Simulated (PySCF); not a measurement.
Compound: TT, C₆H₄S₂.
SMILES with atom numbers: `[cH:1]1[cH:2][c:3]2[s:4][cH:5][cH:6][c:7]2[s:8]1` (hydrogens: H9 on C1; H10 on C2; H11 on C5; H12 on C6)

Structure optimised with GFN2-xTB, isolated species.

Task: List the bond lengths and angles at this level.

Result: 
| bond | length (bohr) | order |
| --- | --- | --- |
| C1–C2, C5–C6 | 2.564 | aromatic |
| C2–C3, C6–C7 | 2.665 | aromatic |
| C3–S4, C7–S8 | 3.265 | aromatic |
| C1–S8, S4–C5 | 3.274 | aromatic |
| C3–C7 | 2.625 | aromatic |
| C1–H9, C5–H11 | 2.026 | single |
| C2–H10, C6–H12 | 2.030 | single |

Bonds in one row agree within 0.02 bohr and their mean is given. Orders are formal, as drawn. A selection of angles:
| angle | degrees |
| --- | --- |
| C2–C1–S8 | 113.8 |
| C1–C2–C3 | 111.0 |
| C2–C3–S4 | 135.3 |
| C2–C3–C7 | 113.8 |
| S4–C3–C7 | 110.9 |
| C3–S4–C5 | 90.5 |

The 8 heavy atoms lie in one plane (0.000 Å rms). S4 (thiophene-type sulfur) is bent (angle 90.5°). The 5-membered ring C1–C2–C3–C7–S8 has internal angles of 90.5° to 113.8°; it is planar, 0.00 Å rms from its mean plane, widest ring torsion 0°. The 5-membered ring C3–S4–C5–C6–C7 has internal angles of 90.5° to 113.8°; it is planar, 0.00 Å rms from its mean plane, widest ring torsion 0°. The C–C distances run from 1.357 Å (C5–C6, aromatic) to 1.411 Å (C2–C3, aromatic), a spread of 0.054 Å.

Point group: C2h (every atom within 0.08 Å of its image). No GFN2-xTB frequencies stand behind this structure, so it isn't proved a minimum.

These are computed values.
